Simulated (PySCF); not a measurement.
Identify the compound

Molecular formula: C3H3F3. Simulated spectra:

¹H NMR (300 MHz, computed): δ 6.68 (m, 1H), 5.07 (m, 2H).

¹³C{¹H} NMR (computed): δ 155.9 (C, ddd, J = 319.7, 16.3, 9.2 Hz), 143.3 (CH, ddd, J = 330.1, 12.8, 9.1 Hz), 84.4 (CH2, ddd, J = 240.4, 36.6, 1.6 Hz).

Theoretical values (PySCF 2.14.0 with density-fitted response routines): PBE/pcSseg-2 with gauge-including orbitals, J couplings at B3LYP/pcJ-1, coordinates at the PBE0-D3(BJ)/def2-SVP level. Equivalent nuclei averaged, one conformer, no solvent, non-relativistic Hamiltonian.

δ = σ(ref) − σ, references computed at the same level: TMS for ¹H (31.18 ppm) and ¹³C (179.39 ppm).

Propose a structure and justify it.

Results:


1. Rings plus π bonds: 1 (no ring in the answer).
2. 3 carbon signals for 3 carbons: no two carbons are equivalent.
3. Carbon types of the structure: 1 × C, 1 × CH, 1 × CH2, which accounts for all hydrogens.
4. δC 155.9: fully substituted alkene carbon; the olefinic region.
5. δC 143.3: alkene CH; the olefinic region.
6. δC 84.4: allylic sp3 CH2 bonded to F; the inductive effect lowers its shielding.
7. δH 6.68: hydrogen on an alkene CH; a vinylic proton, deshielded by the sp2 carbon and the C=C anisotropy.
8. δH 5.07: hydrogen on an allylic sp3 CH2 bonded to F; its carbon carries F, hence the downfield position.

The compound is SMILES F/C=C(\F)CF.

The shifts were computed for this structure.

Common functionals overestimate the size of one-bond C–F couplings by tens of Hz; these are unscaled. Multiplet labels drop couplings under 1 Hz and merge nearly equal ones. Shifts are as computed, not scaled to solution data. Of 1211 compounds with measured shifts, 218 miss one by over three times the rms of a fit or turn the order of signals round; such compounds aren't used in these exercises. 3J across rotatable bonds or in flexible rings reflects this conformer alone.
